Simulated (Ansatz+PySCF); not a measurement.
## singlet C3H8: levels of theory in one basis

```yaml
atoms:
  - { symbol: C, position_ang: [0.0000, -0.2363, -1.1693] }
  - { symbol: C, position_ang: [0.0000, 0.5331, 0.0000] }
  - { symbol: C, position_ang: [0.0000, -0.2363, 1.1693] }
  - { symbol: H, position_ang: [0.0000, 0.3431, -2.0001] }
  - { symbol: H, position_ang: [0.8165, -0.8361, -1.2151] }
  - { symbol: H, position_ang: [-0.8165, -0.8361, -1.2151] }
  - { symbol: H, position_ang: [-0.8088, 1.1473, 0.0000] }
  - { symbol: H, position_ang: [0.8088, 1.1473, 0.0000] }
  - { symbol: H, position_ang: [0.0000, 0.3431, 2.0001] }
  - { symbol: H, position_ang: [-0.8165, -0.8361, 1.2151] }
  - { symbol: H, position_ang: [0.8165, -0.8361, 1.2151] }
```

Basis set: def2-SVP (spherical functions). Correlated methods keep 3 orbitals frozen. Charge 0, multiplicity 1.

Computed with Ansatz (development build ahead of 0.2.0); each method stands on the lowest determinant of its kind that the runs found.

```csv
method,E − E(RHF) (eV),<S²> of the determinant
RHF,0.00,0.00
RHF-MP2,-11.98,–
RHF-CCSD,-13.23,–
```

(1) What does RHF-CCSD(T) give on the same scale?

(2) Is a single determinant a sound starting point here?

Answers

(1) -13.55 eV.

(2) By this sign, yes. Unrestricted orbitals gain 0.00 eV and <S²> is 0.00 against 0.00 for a pure state.
